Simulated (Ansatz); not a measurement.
Reaction: BNH2Br2 (SMILES NB(Br)Br) → BBr2 (SMILES Br[B]Br, doublet) + NH2 (SMILES [NH2], doublet) (the B-N bond breaks)
Each species at its own B3LYP-D3(BJ)/def2-TZVP minimum (Ansatz, an electronic-structure program), one conformer.

Quantity: bond dissociation energy (electronic), in kJ/mol. Radicals and triplets start from unrestricted determinants; spin-orbit coupling is neglected. Correlated methods leave the cores frozen (noble-gas shells, and filled d and f shells in the p block). No relativity. CBS(X,Y): correlation extrapolated as X^-3, Hartree-Fock from the larger set (Q,5: extrapolated as (X+1)exp(-9√X)). A bracket is a step between two methods taken in the basis named. Double hybrids freeze cores in their MP2 part. Spin-orbit terms, left out, reach several kcal/mol for Br and I, and more for heavier atoms.

CCSD(T)/CBS(cc-pVQZ,cc-pV5Z) + [CCSDT(Q) - CCSD(T)]/cc-pVDZ (Ansatz) gives 582.6 kJ/mol.

Problem. What does PBE/def2-TZVPD (Ansatz) give here, and how do the other levels compare?

Solution. PBE gives 564.9 kJ/mol, 17.7 kJ/mol below it. Differences of the others: r2SCAN/def2-TZVPD (Ansatz) -32.1; B3LYP/def2-TZVPD (Ansatz) -27.5; wB97M-V/def2-TZVPD (Ansatz) 12.5; B2PLYP/def2-TZVPD (Ansatz) -13.2; CCSD(T)/CBS(cc-pVQZ,cc-pV5Z) (Ansatz) 1.0 kJ/mol.
